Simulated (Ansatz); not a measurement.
What does this script print? It uses Ansatz's Python interface.

Script `co_pa.py`:
```python
"""Proton affinity of CO at one site."""

import logging
import sys

import ansatz as az
import numpy as np

logging.basicConfig(stream=sys.stdout, format="%(levelname)s:%(name)s:%(message)s")
logger = logging.getLogger("run")
logger.setLevel(logging.INFO)

GEOMETRY = """
C     0.00000    0.00000    0.00000
O     0.00000    0.00000    1.31000
"""

co = az.Crystal.molecule()
for line in GEOMETRY.strip().splitlines():
    symbol, *xyz = line.split()
    co = co.atom(symbol, [float(v) for v in xyz])

calc = (
    co.calculation()
    .basis(gaussian="def2-SVP")
    .functional("PBE0")
)
symbols = [site.symbol for site in co.cartesian_sites]
start = np.array([site.position_ang for site in co.cartesian_sites], dtype=float)
r = calc.relax(force_tolerance=0.01).run(threads=1).report
end = np.array(r["positions_ang"])

# put the proton on the side away from the neighbours, slightly off axis
away = sum((end[1] - end[j]) / np.linalg.norm(end[1] - end[j]) for j in [0]) + np.array([0.15, 0.1, -0.2])
proton = end[1] + 1.0 * away / np.linalg.norm(away)
acid = az.Crystal.molecule()
for symbol, place in zip(symbols, end):
    acid = acid.atom(symbol, place.tolist())
acid = acid.atom("H", proton.tolist())
protonated = (
    acid.calculation()
    .basis(gaussian="def2-SVP")
    .functional("PBE0")
    .charge(1)
    .relax(force_tolerance=0.01, max_steps=80)
)
after = protonated.run(threads=1).report
xyz = np.array(after["positions_ang"])
reach = np.linalg.norm(xyz[:-1] - xyz[-1], axis=1)
logger.info(f"base {r['free_energy_ev']:.5f} eV, protonated {after['free_energy_ev']:.5f} eV")
logger.info(f"the proton ends {reach.min():.3f} A from {symbols[reach.argmin()]}{reach.argmin()}")
logger.info(f"electronic proton affinity {23.060548 * (r['free_energy_ev'] - after['free_energy_ev']):.1f} kcal/mol")
```

```console
$ python co_pa.py
INFO:run:base -3077.50135 eV, protonated -3082.25686 eV
INFO:run:the proton ends 1.000 A from O1
INFO:run:electronic proton affinity 109.7 kcal/mol
```

Caveats:
- Total energies depend on the basis set; only differences at equal settings carry meaning.
- The proton is put on one chosen atom, which needn't be the most basic site, so the molecule's proton affinity can be higher; the ends are stationary points, not checked by frequencies, and zero-point and thermal terms count only where printed.
- The spin state was assumed, and another may lie lower.
- Run time: 5.3 s on 1 thread of Arm Neoverse V1, on a shared host, peak memory 0.17 GiB.
